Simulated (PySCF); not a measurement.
# C3H4ClF: electronic excitations and core binding energies

What electronic excitations and core binding energies should C3H4ClF (`F/C=C/CCl`) show?

Computed with PySCF 2.14.0, with density-fitted response routines of our own, on a single molecule in the gas phase. Atoms count from 0, in the outputs and in this text.

**1. The starting structure**

9 atoms, charge 0, multiplicity 1; geometry from: GFN2-xTB.

Bonds of the start (Å): F0–C1 1.34, C1–C2 1.32, C2–C3 1.48, C3–Cl4 1.80, C1–H5 1.08, C2–H6 1.08, C3–H7 1.09, C3–H8 1.09.

**2. Ultraviolet spectrum: CAM-B3LYP/def2-SVPD**

Job settings and geometry (Å):

```
{"job": {"kind": "uv", "xc": "CAM-B3LYP", "basis": "def2-SVPD", "nstates": 8, "ntriplets": 3}, "charge": 0, "multiplicity": 1}
F      2.575982    -0.043001     0.150355
C      1.307034     0.380605     0.155714
C      0.308590    -0.409412    -0.196382
C     -1.107548     0.030497    -0.186193
Cl    -1.965990    -0.754913     1.190012
H      1.225826     1.415392     0.456752
H      0.506228    -1.435777    -0.467727
H     -1.201934     1.105572    -0.041456
H     -1.634626    -0.282970    -1.086255
```

Level: TDDFT CAM-B3LYP/def2-SVPD, vertical, gas phase, core orbitals frozen in the response.

Started as:

```console
OMP_NUM_THREADS=1 python probes_run.py task.json out
```

This one command runs all jobs of the session in turn.

**Question.** This job is followed by: delta-SCF UKS SCAN, pcX-2 on the ionised atom, pcseg-1 elsewhere, spin-free X2C. What will the session give for the following? lowest singlet (CAM-B3LYP/def2-SVPD); brightest single state of those computed; lowest triplet; C1s binding energies, SCAN/pcX-2; F1s binding energies, SCAN/pcX-2; Cl1s binding energies, SCAN/pcX-2; Cl2p binding energies, SCAN/pcX-2.

As calculated:

```
                                quantity                               value
    lowest singlet (CAM-B3LYP/def2-SVPD)         6.76 eV (184 nm), f = 0.166
brightest single state of those computed         state 3, 7.23 eV, f = 0.180
                          lowest triplet                             4.28 eV
        C1s binding energies, SCAN/pcX-2  C1 293.22, C3 292.79, C2 291.16 eV
        F1s binding energies, SCAN/pcX-2                        F0 693.36 eV
       Cl1s binding energies, SCAN/pcX-2                      Cl4 2828.40 eV
       Cl2p binding energies, SCAN/pcX-2                       Cl4 206.37 eV
```

What this shows: The first singlet state (HOMO→LUMO 0.65, HOMO−2→LUMO 0.23) lies at 6.76 eV and is bright; of the 8 states computed, the strongest absorption comes from state 3 at 7.23 eV. The lowest triplet lies 2.48 eV below the lowest singlet (triplets in Tamm-Dancoff, singlets in full TDDFT). C1 (alkene CH) binds its C1s electron 2.06 eV more tightly than C2 (alkene CH).
